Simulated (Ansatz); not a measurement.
Al₂H₂, relaxed as a singlet with RKS PBE-D4/def2-TZVP in Ansatz, starting from the GFN1-xTB geometry. Force threshold 0.02 eV/Å.

The restricted singlet is unstable towards broken spin symmetry in Hartree–Fock (as tested in another run); at PBE-D4/def2-TZVP this wasn't settled. Another isomer (singlet) lies 0.46 eV lower at PBE0-D4/def2-TZVP; other spin states weren't run for this one.

Start:

```xyz
4

Al   -1.253    0.424   -1.541
Al    0.913    0.433   -0.058
H     1.494   -0.342    1.479
H    -1.154   -0.516    0.120
```

Question: Estimate the energy that the relaxation releases and the steps that it takes.

Answer: 39.4 kJ/mol, in 5 steps; 2.3 s on 4 threads of Arm Neoverse V1 on a shared host. No frequencies were taken in this run, so the end may be a saddle point.

Question: Does the start keep its bonding and symmetry?

Answer: By distances, no bond broke or formed. The bond that changes most is Al2–H3, from 1.82 to 1.63 Å (atoms count from 1).

Question: Predict the relaxed structure.

Answer: 
```xyz
4

Al   -1.3206    0.4164   -1.5795
Al    0.7819    0.3108    0.0590
H     1.4518   -0.3165    1.4101
H    -0.9131   -0.4107    0.1104
```
Bond lengths (bridged metal pairs left out): 1 × Al–Al 2.67 Å; 1 × Al–H 1.63 Å.
